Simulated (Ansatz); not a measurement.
A run of Ansatz (development build ahead of 0.2.0) on singlet NO(+) at this shape:

```xyz
2

N     0.0000    0.0000   -0.6105
O     0.0000    0.0000    0.5342
```

Its results:

```
Converged                       : yes
Reference energy                : -128.89071 hartree
Correlation energy              : -0.37058 hartree
Total energy                    : -129.26129 hartree
Spin squared of the determinant : 0.000
```

Q: Which input gives this output? Name the method, the orbitals and the basis set, and write the input.

A: RHF-MP2 in cc-pVDZ. An unrestricted run that stays on the closed shell gives the same numbers.

```yaml
crystal:
  periodic: [false, false, false]
  atoms:
    - { symbol: "N", position_ang: [0.0, 0.0, -0.6105] }
    - { symbol: O, position_ang: [0.0, 0.0, 0.53419] }
basis:
  gaussian: { orbitals: cc-pVDZ }
total_charge: 1
hamiltonian:
  xc: hf
correlation:
  method: mp2
  frozen_orbitals: { "N": 1, O: 1 }
```
